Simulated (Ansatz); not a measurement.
Relaxation of AlH$_{7}$OSi (10 atoms, charge 0, multiplicity 1), to a largest force component of 0.03 eV/Å in at most 50 steps.

Level of theory: Ansatz 0.2.0, RKS B3LYP-D4/6-31G*.

```xyz
10
Properties=species:S:1:pos:R:3
Al 0.121 0.432 -0.482
O -0.235 -0.077 2.414
H -1.178 0.026 2.624
H 1.488 -0.301 -0.847
H -1.266 -0.178 -0.973
Si 0.144 2.516 0.614
H 0.997 2.488 1.851
H 0.663 3.681 -0.177
H -1.215 2.915 1.104
H 0.166 0.795 2.652
```

**Question.** Where does it end, and by what steps?

**Answer.** The forces met the threshold. After 9 steps the energy has fallen by 0.641 eV; H10 moved furthest, 0.74 Å. Joined: Al1–O2 (2.96 → 2.06 Å).

| step | energy less start (eV) | largest force component (eV/Å) | accepted |
| --- | --- | --- | --- |
| 0 | 0.0000 | 1.183 | yes |
| 1 | -0.1238 | 1.469 | yes |
| 2 | -0.4031 | 1.175 | yes |
| 3 | -0.5727 | 0.625 | yes |
| 4 | -0.5768 | 0.676 | yes |
| 5 | -0.6270 | 0.240 | yes |
| 6 | -0.6365 | 0.170 | yes |
| 7 | -0.6402 | 0.059 | yes |
| 8 | -0.6403 | 0.082 | yes |
| 9 | -0.6415 | 0.009 | yes |

```xyz
10
Properties=species:S:1:pos:R:3
Al 0.036 0.405 0.002
O -0.220 -0.342 1.900
H -1.143 -0.282 2.199
H 1.416 -0.294 -0.386
H -1.343 -0.159 -0.576
Si 0.129 2.797 0.620
H 1.004 3.000 1.827
H 0.670 3.723 -0.420
H -1.194 3.367 1.031
H 0.330 0.080 2.582
```

The run took 23 s on 1 thread of Intel(R) Xeon(R) Platinum 8488C (Sapphire Rapids), on a shared host, peak memory 0.16 GiB.
